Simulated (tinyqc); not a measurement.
Inside a calculation. Method: Pariser-Parr-Pople SCF with singles CI, for the molecule C=CC=CC=C (SMILES; centres numbered as the heavy atoms are written). One step of it, computed by the program tinyqc.

Question. Iteration 1: orbitals and new P. Diagonalise F (the basis is taken as orthonormal) and form P = 2 sum c c over the lowest orbitals; 0.3 of the old P is kept.

F (eV), lower triangle:
```
           1C         2C         3C         4C         5C         6C
1C  -5.595000
2C  -5.760356  -5.595000
3C   0.000000  -4.295373  -5.595000
4C   0.711434   0.000000  -5.434509  -5.595000
5C   0.000000   0.158270   0.000000  -4.295373  -5.595000
6C  -0.347878   0.000000   0.711434   0.000000  -5.760356  -5.595000
```

pi electrons, sum of z_r less the charge = 6

P at the start, lower triangle:
```
           1C         2C         3C        4C        5C        6C
1C   1.000000
2C   0.871119   1.000000
3C   0.000000   0.483435   1.000000
4C  -0.387685   0.000000   0.784851  1.000000
5C   0.000000  -0.086268   0.000000  0.483435  1.000000
6C   0.301417   0.000000  -0.387685  0.000000  0.871119  1.000000
```

Give: orbital energies; P after iteration 1.

Answer.

orbital energies (eV): -14.1641  -12.3680  -9.4230  -1.7670  1.1780  2.9741

P after iteration 1, lower triangle:
```
         1C       2C       3C      4C      5C      6C
1C   1.0000
2C   0.8929   1.0000
3C   0.0000   0.4436   1.0000
4C  -0.3698   0.0000   0.8156  1.0000
5C   0.0000  -0.0698   0.0000  0.4436  1.0000
6C   0.2542   0.0000  -0.3698  0.0000  0.8929  1.0000
```
